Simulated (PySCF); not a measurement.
Si(F)4 anion (F₄Si), SMILES F[Si](F)(F)F (connectivity only; charge and spin as stated), charge -1, multiplicity 2. Atoms are numbered in the order given.

```xyz
5

F      1.3188     0.0000     0.7230
Si     0.0000     0.0000    -0.3046
F      0.0000     1.7091    -0.4861
F      0.0000    -1.7091    -0.4861
F     -1.3188     0.0000     0.7230
```
Charge -1, spin multiplicity 2.

Coordinates come from a r2SCAN-D4/def2-SVPD optimisation. The spin state was assumed, not searched. The isomer is the one that the SMILES or the coordinates give; other isomers of the formula were not compared.

Calculation: PySCF with ωB97X/def2-SVPD.

Mulliken values depend strongly on the basis, most of all with diffuse functions as here. ESP charges are fitted to the potential on shells at 1.4 to 2.0 van der Waals radii. Atomic charges (e):

| atom | Mulliken | ESP fit | meta-Löwdin | Mulliken spin |
|---|---|---|---|---|
| F1 | -0.64 | -0.22 | -0.56 | -0.01 |
| Si2 | 1.43 | 0.14 | 1.29 | 1.03 |
| F3 | -0.57 | -0.35 | -0.58 | -0.01 |
| F4 | -0.57 | -0.35 | -0.58 | -0.01 |
| F5 | -0.64 | -0.22 | -0.56 | -0.01 |
